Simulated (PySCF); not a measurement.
# Structure elucidation problem

Molecular formula: C5H10O. Simulated spectra:

1H NMR (400 MHz, computed): δ 2.48 (sept, 1H), 2.17 (s, 3H), 1.08 (d, 6H).

13C{1H} NMR (computed): δ 217.2 (C), 43.9 (CH), 31.5 (CH3), 20.8 (CH3).

Level of theory: coordinates at the GFN2-xTB level, shieldings: GIAO PBE0/pcSseg-1, in PySCF 2.14 (fast rotation and ring inversion assumed for equivalent nuclei, no solvent model, single conformer, non-relativistic).

Referencing at the same level of theory: 1H, 13C vs TMS.

Which candidate is it?
A. C/C=C(\C)OC
B. C1CCOCC1
C. CC(=O)C(C)C

Answers

C. 

- Rings plus π bonds: 1 (no ring in the answer).
- 4 carbon signals for 5 carbons: some carbons are equivalent by symmetry or fast rotation.
- Carbon types of the structure: 1 × C, 1 × CH, 3 × CH3, which accounts for all hydrogens.
- δC 217.2: ketone carbonyl carbon; low-lying n→π* states of the double bond to the heteroatom give a large paramagnetic term (-281 ppm).
- δC 31.5: methyl carbon α to a carbonyl; α to the electron-withdrawing carbonyl group.
- δC 20.8: methyl carbon; a saturated carbon with 1 carbon neighbour and no heteroatom attached.
- δH 2.48: hydrogen on an sp3 CH α to a carbonyl; α to C=O.
- δH 2.17: hydrogen on a methyl carbon α to a carbonyl; α to C=O.

The others: C/C=C(\C)OC would give 5 carbon signals, not 4; C1CCOCC1 would give 3 carbon signals, not 4.

Shifts are as computed. Against solution values, carbons near 30 ppm lie about +3 ppm off and those near 130 ppm about +5 ppm. Of 1211 compounds with measured shifts, 218 miss one by over three times the rms of a fit or turn the order of signals round; such compounds aren't used in these exercises. No couplings were computed; multiplicities are counted from neighbouring protons, with m where these are inequivalent, close in shift, in a saturated or five-membered ring or joined by F or P, and br s for small geminal =CH2 splittings.
